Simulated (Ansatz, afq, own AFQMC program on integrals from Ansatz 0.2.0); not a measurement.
AFQMC on a folder of integrals that Ansatz 0.2.0 wrote.

```yaml
crystal:
  periodic: [false, false, false]
  atoms:
    - {symbol: Si, position_ang: [0.000000, 0.000000, 0.529889]}
    - {symbol: C, position_ang: [0.000000, 0.000000, -1.168891]}
    - {symbol: H, position_ang: [0.000000, 1.244456, 1.327628]}
    - {symbol: H, position_ang: [0.000000, -1.244456, 1.327628]}
    - {symbol: H, position_ang: [0.000000, 0.917470, -1.745809]}
    - {symbol: H, position_ang: [0.000000, -0.917470, -1.745809]}
basis:
  gaussian: {orbitals: 6-31G}
magnetization: {spin_polarized: true, initial_magnetization: 0}
correlation: {method: ccsd_t, electrons: outside_noble_gas, hamiltonian_folder: ham}
```

```sh
$ ansatz run in.yaml --threads 1 --pin off --events-out ev --progress --plain --max-ram 1382MiB
```

afq runs on the folder ham with

```
--method free --trial cisd --walkers 180 --time-step 0.03 --max-blocks 80 --target-error 0.00042 --factor-cut 1e-05 --seed 1824 --times 0,0.21,0.42,0.81,1.2,1.8,2.4,3 --taylor-order 8
```

Times are imaginary, in 1/Eh. The walk had a cap of 529 s.

Log:

```
orbitals 24  electrons 6 6  factors 170 of 395
reference energy -328.98393875 Eh
CCSD correlation -0.18324738 Eh in 10 cycles, weight of the determinant in the CISD state 0.8787
repeat  energy at the last time / Eh  error
    10  -329.173046  0.000603
    20  -329.173084  0.000473
    30  -329.173257  0.000374
time / (1/Eh)  energy / Eh  error  mean overlap
  0.00  -329.167446  0.000173  1.1409
  0.21  -329.169637  0.000180  1.1442
  0.42  -329.170909  0.000226  1.1474
  0.81  -329.171817  0.000238  1.1551
  1.20  -329.172085  0.000194  1.1636
  1.80  -329.172951  0.000333  1.1527
  2.40  -329.173049  0.000371  1.1475
  3.00  -329.173171  0.000367  1.1539
energy -329.173171 +/- 0.000367 Eh
```

The run passed its tests (error under three times the target), which doesn't prove that it has relaxed.

Against this walk (error 10.0 meV) on the same determinant: CCSD(T) 28.1 meV higher, CCSDT(Q) 3.9 meV higher (within the noise). The error is statistical, and a free projection of finite length keeps a remainder of its start.

Cautions: remainder of the start not in the error; higher spins were not checked; an unrestricted solution with more broken spin lies lower (126 meV, ⟨S²⟩ 0.38), while this determinant keeps restricted orbitals.

The walk took 3.3 min on 1 thread of Arm Neoverse N1 (shared host). The log's last line is the free-projection energy.

CCSDT and higher add their correlation energy to the determinant of the CCSD(T) run, since their own runs factorise the integrals more tightly (a shift of under 2 meV). A walk keeps the symmetry of its determinant, which the program's search chose and which needn't be the lowest solution, so a lower state of the same spin and another symmetry isn't excluded.
